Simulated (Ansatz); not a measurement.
# Al₂P+ (triplet): from Hartree-Fock to the top rungs, def2-TZVPP

One table from this session's results is given with a row withheld; the runs are named, their logs left out.

Computed with Ansatz 0.2.0, Gaussian basis. Level: def2-TZVPP, core rule «outside noble gas», up to 15 orbitals frozen.

The runs, in order: UHF; ROHF; CCSD(T) on UHF.

2 further runs of the same task are left out: 2 set aside as unsound or not needed.

## What is computed

The geometry is a PBE0/def2-TZVP stationary point (not a proven minimum) of the parent state, kept for this charge and spin.

3 atoms, charge 1, spin multiplicity 3.

Atoms are counted from 1 here; the program's logs count them from 0.

Bond lengths: Al1–P2 2.200 Å, P2–Al3 2.200 Å. Angles: Al1–P2–Al3 180.0°.

Set-up of the first run:

in.yaml reads:

```yaml
crystal:
  periodic: [false, false, false]
  atoms:
    - {symbol: Al, position_ang: [0.000000, 0.000000, 2.199700]}
    - {symbol: P, position_ang: [0.000000, 0.000000, 0.000000]}
    - {symbol: Al, position_ang: [0.000000, 0.000000, -2.199700]}
basis:
  gaussian: {orbitals: def2-TZVPP}
total_charge: 1
magnetization: {spin_polarized: true, initial_magnetization: 2}
hamiltonian: {xc: hf}
output: {orbitals: {seedname: orbitals}}
```

The run is started by

```
$ ansatz run in.yaml --threads 1 --pin off --events-out ev --progress --plain --max-ram 2816MiB --backend cpu
```

Steps of the session up to this table: UHF; ROHF; CCSD(T) on UHF.

One of the session's tables, all rows but one given; the rest of the session is left out.

```
  method  from UCCSD(T) (meV)
    ROHF                    ?
     UHF              +7024.6
    UMP2              +1316.5
   UCCSD               +431.9
UCCSD(T)                    0
```

Estimate the missing values for ROHF.

The run gave: from UCCSD(T) (meV): +7274.1. In the column «from UCCSD(T) (meV)» it is the highest.
